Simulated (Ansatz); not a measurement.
# C3H7NO: one species, many methods

How much do the methods differ for C3H7NO? The plan is to run it at one geometry with functionals of several rungs and with coupled cluster, and see how far each lands from CCSD(T) at the basis-set limit for the atomisation energy.

The runs use Ansatz 0.2.0, Gaussian basis; functionals in def2-TZVPP, the program's frozen cores in correlated methods.

Levels to be run: PBE-D4, r2SCAN-D4, PBE0-D4, B3LYP-D4, ωB97X-V, ωB97M-V, B2PLYP; CCSD(T)/def2-TZVPP; MP2/def2-QZVPP; extrapolation to the limit.

### Step 1. Structure used throughout

An earlier PBE0-D4 in a triple-zeta def2 set relaxation fixed the geometry.

SMILES `CC(N)C=O`, 12 atoms, charge 0, spin multiplicity 1.

Atoms are counted from 1 here; the program's logs count them from 0.

Bond lengths: C1–C2 1.522 Å, C1–H6 1.091 Å, C1–H7 1.093 Å, C1–H8 1.093 Å, C2–N3 1.450 Å, C2–C4 1.513 Å, C2–H9 1.099 Å, N3–H10 1.012 Å, N3–H11 1.011 Å, C4–O5 1.199 Å, C4–H12 1.113 Å. Angles: C2–C1–H6 110.9°, C2–C1–H7 110.0°, C2–C1–H8 110.6°, H6–C1–H7 108.2°, H6–C1–H8 109.0°, H7–C1–H8 108.1°, C1–C2–N3 109.7°, C1–C2–C4 107.4°, C1–C2–H9 109.1°, N3–C2–C4 108.4°, N3–C2–H9 114.6°, C4–C2–H9 107.3°, C2–N3–H10 111.6°, C2–N3–H11 111.0°, H10–N3–H11 107.7°, C2–C4–O5 124.6°, C2–C4–H12 113.5°, O5–C4–H12 121.9°.

### Step 2. PBE-D4 (GGA)

Contents of in.yaml:

```yaml
crystal:
  periodic: [false, false, false]
  atoms:
    - {symbol: C, position_ang: [-0.921949, -0.892818, 0.043290]}
    - {symbol: C, position_ang: [0.078023, 0.221990, 0.317485]}
    - {symbol: N, position_ang: [1.428488, -0.297970, 0.219131]}
    - {symbol: C, position_ang: [-0.109097, 1.272818, -0.754409]}
    - {symbol: O, position_ang: [-0.706424, 2.301497, -0.603737]}
    - {symbol: H, position_ang: [-1.945157, -0.518056, 0.092336]}
    - {symbol: H, position_ang: [-0.812457, -1.685523, 0.788338]}
    - {symbol: H, position_ang: [-0.749376, -1.328762, -0.944019]}
    - {symbol: H, position_ang: [-0.162027, 0.692533, 1.280697]}
    - {symbol: H, position_ang: [2.105149, 0.350285, 0.600392]}
    - {symbol: H, position_ang: [1.519492, -1.169965, 0.723524]}
    - {symbol: H, position_ang: [0.352236, 0.998771, -1.729027]}
basis:
  gaussian: {orbitals: def2-TZVPP}
hamiltonian: {xc: pbe, dispersion: d4}
output: {forces: true, orbitals: {seedname: orbitals}}
```

Run with:

```sh
$ ansatz run in.yaml --threads 4 --pin off --events-out ev --progress --plain --max-ram 10444MiB
```

The runs that follow: r2SCAN-D4 (meta-GGA); PBE0-D4 (hybrid); B3LYP-D4 (hybrid); ωB97X-V (range-separated); ωB97M-V (range-separated); B2PLYP (double hybrid); CCSD(T) in def2-TZVPP; MP2 in def2-QZVPP.

Q: Predict the results of all the runs planned. Wanted: atomisation energy, CCSD(T)/CBS; farthest; mean size of error, hybrid; mean size of error, range-separated; gap, smallest and largest; T1 diagnostic; triples share of the correlation energy.

As calculated:

```
                               quantity                                  value
        atomisation energy, CCSD(T)/CBS                        1138.2 kcal/mol
functionals within 5.7 kcal/mol (0.5 %)  r2SCAN-D4, B3LYP-D4, ωB97X-V, ωB97M-V
                               farthest                PBE-D4 (+33.9 kcal/mol)
             mean size of error, hybrid                           5.1 kcal/mol
    mean size of error, range-separated                           4.3 kcal/mol
              gap, smallest and largest   3.77 eV (PBE-D4), 11.37 eV (ωB97X-V)
                          T1 diagnostic                                 0.0126
triples share of the correlation energy                                  3.9 %
```

What this shows: PBE-D4 is off by +33.9 kcal/mol. Double hybrids carry the basis error of their MP2 part in triple zeta, and no dispersion term here, so their miss is partly the set-up's. Misses under about 5.7 kcal/mol are within the doubt on the reference itself, which lacks core-valence correlation, relativity and higher excitations. Hartree-Fock recovers 71 % of the binding; the rest is correlation. The gap grows from 3.8 to 11.4 eV across the functionals, mostly with the share of exact exchange.
